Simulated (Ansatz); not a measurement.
Results of HSE06+SOC (Ansatz, a quantum-chemistry and plane-wave program, PAW) for Bi₂Te₂Se (R-3m, No. 166; cell taken from a computed entry).

Settings: plane-wave cutoff 460 eV, 6×6×6 k mesh, Fermi–Dirac smearing 0.01 eV, PAW data made under PBE.

Cell (relaxed with PBEsol):

```cif
data_Bi2SeTe2
_chemical_formula_sum 'Bi2 Te2 Se1'
_space_group_name_H-M_alt 'P 1'
_space_group_IT_number 1
_cell_length_a 10.25297
_cell_length_b 10.25297
_cell_length_c 10.25297
_cell_angle_alpha 24.145
_cell_angle_beta 24.145
_cell_angle_gamma 24.145
loop_
_space_group_symop_operation_xyz
  'x, y, z'
loop_
_atom_site_label
_atom_site_type_symbol
_atom_site_fract_x
_atom_site_fract_y
_atom_site_fract_z
_atom_site_occupancy
Bi1 Bi 0.60558 0.60558 0.60558 1
Bi2 Bi 0.39442 0.39442 0.39442 1
Te1 Te 0.21309 0.21309 0.21309 1
Te2 Te 0.78691 0.78691 0.78691 1
Se1 Se 0.00000 0.00000 0.00000 1
```

### Question
What does this level give for the band gap, smallest direct gap on the k points sampled and Γ–Γ gap?

### Answer

* **band gap**: 0.34 eV (indirect)
* **smallest direct gap on the k points sampled**: 0.43 eV
* **Γ–Γ gap**: 0.60 eV

Note: cell and atoms aren't relaxed at this level (largest force component 0.12 eV/Å, pressure 1.3 GPa).

Computed values are for the static lattice.
